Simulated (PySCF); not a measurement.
Compound: C4H5NO.
Cartesian coordinates in Å at the GFN2-xTB level; atoms count from 1:
```xyz
11
C4H5NO angstrom
N     -1.886    2.114    0.570
C     -1.514    1.107    0.179
C     -1.030   -0.161   -0.307
C      0.265   -0.541    0.391
C      1.553   -0.046   -0.101
O      1.144   -1.370   -0.304
H     -0.859   -0.090   -1.385
H     -1.791   -0.926   -0.126
H      0.167   -0.756    1.453
H      2.375    0.092    0.591
H      1.581    0.580   -0.986
```

NICS = −σ at a ghost point: NICS(0) at the centroid of the ring atoms, NICS(1) 1 Å to either side along the normal of their mean plane, zz for the tensor component along that normal. Level: GIAO PBE0/pcSseg-1 (PySCF, non-relativistic, gas phase) on the GFN2-xTB geometry, one conformer.

Ring bond lengths (Å), with Mayer bond orders in brackets: C4–C5 1.464 (1.02), C5–O6 1.400 (0.93), O6–C4 1.393 (0.93).

Problem. What do the NICS probes read (ppm)?

Solution. 
| ring | type | NICS(0) | NICS(1), two faces | NICS(1)zz, two faces | rms pucker (Å) | centre to ring atoms, mean (Å) |
| --- | --- | --- | --- | --- | --- | --- |
| C4–C5–O6 | 3-membered ring with O; formal bonds all single | -46.8 | -6.3 / -6.1 | -20.9 / -22.9 | 0.00 | 0.82 |

Problem. What can be read from them?

Solution. 
- C4–C5–O6: mean NICS(1)zz -21.9 ppm, shielded. C4, C5 have four or more neighbours, and the NICS criterion for π rings isn't applied. NICS(0) lies 41 ppm below the mean NICS(1).

Problem. Give the inner angles of the rings and the Hirshfeld charges of the ring atoms.

Solution. 
- C4–C5–O6: C4 58.6° (+0.035 e), C5 58.2° (-0.013 e), O6 63.2° (-0.156 e); sum 180.0° against 180° for a flat convex ring.

Problem. What are the shieldings of the ring atoms and their hydrogens in the same run (means over atoms taken as equivalent)?

Solution. 
| atoms | environment | σ isotropic (ppm) | principal values of the symmetric part, first atom (ppm) |
| --- | --- | --- | --- |
| C4 | sp3 carbon bound to oxygen | 140.0 | 85.3, 149.5, 185.2 |
| C5 | sp3 carbon bound to oxygen | 142.3 | 97.3, 147.0, 182.6 |
| O6 | epoxide oxygen | 312.9 | 149.9, 371.7, 417.1 |
| H9 | methine hydrogen | 28.83 | 22.2, 27.5, 36.8 |
| H10 | methylene hydrogen | 29.02 | 23.8, 26.0, 37.3 |
| H11 | methylene hydrogen | 29.34 | 24.6, 27.3, 36.1 |
